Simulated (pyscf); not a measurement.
Single points on ωB97X-D3(BJ)/def2-SVP structures (PySCF, gas phase). Correlated levels are frozen-core, on RHF or UHF. ΔMP2 is the change of the MP2 total energy from the triple- to the quadruple-zeta basis.

Question: For the elementary gas-phase step HO–PH–OH + H• → H₂O + HO–PH• (doublet surface; O–P broken, H–O formed), what barrier and reaction energy does CCSD(T)/def2-TZVPP + ΔMP2(QZVPP) give, measured from the separated reactants?

Answer: ΔE‡ = 0.95 eV, ΔE = -1.04 eV. Zero-point energy shifts the barrier by +0.01 eV. It is a substitution at O, with an imaginary mode of 1808i cm⁻¹. On the product side the descent ends in a complex, 0.32 eV under the separated species and 2.22 eV under the saddle at ωB97X-D3(BJ)/def2-TZVP. The same reactants have a lower exit, to •O–PH–OH + H₂ (barrier +0.32 eV at ωB97M-D3(BJ), against +0.88 eV here). This is the saddle that the search found; another between the same sides may lie lower. The angle at the attacked O is 150°. The CCSD(T) − MP2 part came from Ansatz, without density fitting, on the same reference.
